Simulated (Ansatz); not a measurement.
`[SiH3]P` and `OP[SiH3]` differ in one atom or group.

Ansatz, PBE0-D4/def2-TZVP geometries, multiplicity 1. Each molecule was computed in one conformer, which needn't be the lowest.

```json
{"property": "ideal-gas entropy at 298 K and 1 bar (rigid rotor, harmonic PBE0-D4/def2-TZVP) / J/(mol·K)", "`[SiH3]P`": "280"}
{"property": "size of the dipole moment (ωB97M-V/def2-TZVPP) / D", "`[SiH3]P`": "0.58"}
{"property": "HOMO–LUMO gap (ωB97M-V/def2-TZVPP) / eV", "`[SiH3]P`": "11.65"}
{"property": "zero-point energy (PBE0-D4/def2-TZVP) / kJ/mol", "`[SiH3]P`": "110.3"}
{"property": "HOMO–LUMO gap (B3LYP/def2-TZVPP) / eV", "`[SiH3]P`": "7.49"}
{"property": "vertical ionisation energy (CCSD(T)/CBS(def2)) / eV", "`[SiH3]P`": "10.00"}
```

Problem. What does the change do to each property? (Estimate.)

Solution. Ansatz gave: 
```json
{"property": "ideal-gas entropy at 298 K and 1 bar (rigid rotor, harmonic PBE0-D4/def2-TZVP) / J/(mol·K)", "`OP[SiH3]`": "310", "shift": "30"}
{"property": "size of the dipole moment (ωB97M-V/def2-TZVPP) / D", "`OP[SiH3]`": "0.81", "shift": "0.23"}
{"property": "HOMO–LUMO gap (ωB97M-V/def2-TZVPP) / eV", "`OP[SiH3]`": "10.37", "shift": "-1.28"}
{"property": "zero-point energy (PBE0-D4/def2-TZVP) / kJ/mol", "`OP[SiH3]`": "127.3", "shift": "17.0"}
{"property": "HOMO–LUMO gap (B3LYP/def2-TZVPP) / eV", "`OP[SiH3]`": "5.98", "shift": "-1.51"}
{"property": "vertical ionisation energy (CCSD(T)/CBS(def2)) / eV", "`OP[SiH3]`": "9.44", "shift": "-0.56"}
```

With PBE0 the HOMO rises by 0.59 eV and the LUMO falls by 0.93 eV, so the gap narrows by about 1.52 eV. PBE moves the HOMO by 0.62 eV and ωB97M-V by 0.57 eV. The zero-point energy changes by 17.0 kJ/mol with +3 modes. Dipoles are sizes alone; their direction can turn.

B3LYP here is the variant with VWN-RPA as its local correlation; programs differ in this.
